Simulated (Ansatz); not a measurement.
Molecule: O₂, charge 0, multiplicity 3. SMILES: O=O

Atoms: O1, O2. Bonds: O1-O2.

Bond lengths (Å) and angles (degrees) optimised at HF/STO-3G with Ansatz (a first-principles code); HF/3-21G with Ansatz; HF/6-31G* with Ansatz; PBE/6-31G* with Ansatz; B3LYP/LANL2DZ with Ansatz; B3LYP/6-31G* with Ansatz, each started from the B3LYP-D3(BJ)/def2-TZVP structure (Ansatz) of the last column. A row stands for all coordinates that are equal there. 6-31G* holds six Cartesian d functions.

```json
[
 {"coordinate": "O1-O2", "HF/STO-3G": "1.272", "HF/3-21G": "1.291", "HF/6-31G*": "1.168", "PBE/6-31G*": "1.228", "B3LYP/LANL2DZ": "1.268", "B3LYP/6-31G*": "1.215", "B3LYP-D3(BJ)/def2-TZVP": "1.204"}
]
```

Mean signed difference of all 1 bond lengths from B3LYP-D3(BJ)/def2-TZVP: HF/STO-3G 0.067 Å, HF/3-21G 0.087 Å, HF/6-31G* -0.037 Å, PBE/6-31G* 0.024 Å, B3LYP/LANL2DZ 0.064 Å, B3LYP/6-31G* 0.010 Å.
